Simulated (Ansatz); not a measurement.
This script drives the Python package of Ansatz (0.2.0).

`torsion.py`:
```python
"""Energy of C5H7(+) as one group turns about a bond."""

import ansatz as az
from ase import Atoms

atoms = Atoms(["C", "C", "C", "C", "C", "H", "H", "H", "H", "H", "H", "H"], positions=[
    [2.2276, -1.3316, 0.0146],
    [1.1976, -0.7159, 0.0079],
    [-0.0231, 0.0138, -0.0001],
    [-1.3352, -0.6718, 0.2049],
    [-0.0384, 1.493, -0.2139],
    [3.1417, -1.8781, 0.0206],
    [-1.8416, -0.2688, 1.0876],
    [-1.2095, -1.7495, 0.3514],
    [-1.9824, -0.5235, -0.6653],
    [-0.4838, 1.9978, 0.6491],
    [-0.6246, 1.743, -1.1038],
    [0.9717, 1.8917, -0.353],
])

# start the scan from a relaxed geometry
first = (
    az.Crystal.molecule_from_ase(atoms).calculation()
    .basis(gaussian="def2-SVP")
    .functional("HF")
    .charge(1)
    .relax(force_tolerance=0.02, max_steps=80)
)
atoms.positions = first.run(threads=1, backend="cpu").report["positions_ang"]

start = atoms.get_dihedral(1, 2, 3, 6)
energies = {}
for turn in range(0, 121, 20):
    turned = atoms.copy()
    turned.set_dihedral(1, 2, 3, 6, start + turn, indices=[3, 6, 7, 8])
    base = (
        az.Crystal.molecule_from_ase(turned).calculation()
        .basis(gaussian="def2-SVP")
        .functional("HF")
        .charge(1)
    )
    energies[round((start + turn) % 360)] = base.run(threads=1, backend="cpu").report["free_energy_ev"]
floor = min(energies.values())
print("dihedral C1-C2-C3-H6 (deg)   E - E(min) (kJ/mol)")
for angle, e in sorted(energies.items()):
    print(f"{angle:8d} {96.485332 * (e - floor):14.3f}  " + "#" * int(30 * (e - floor) / max(max(energies.values()) - floor, 1e-9)))
```

It is started by `python torsion.py`. How long does it take on 1 thread of Arm Neoverse V1 (shared host), and how much memory does it need?

It took about 63 s, with a peak of 0.28 GiB, for 8 runs of the engine.

```console
$ python torsion.py
dihedral C1-C2-C3-H6 (deg)   E - E(min) (kJ/mol)
      97          0.000
     117          2.156  #####
     137          6.509  #################
     157         10.264  ###########################
     177         11.384  ##############################
     197          9.879  ##########################
     217          7.341  ###################
```

The scan is rigid and the energies are electronic, in a modest basis. With rigid groups the curve can differ much from the relaxed path, the start wasn't checked as a minimum of this torsion, and equivalent turns needn't return to the same energy.
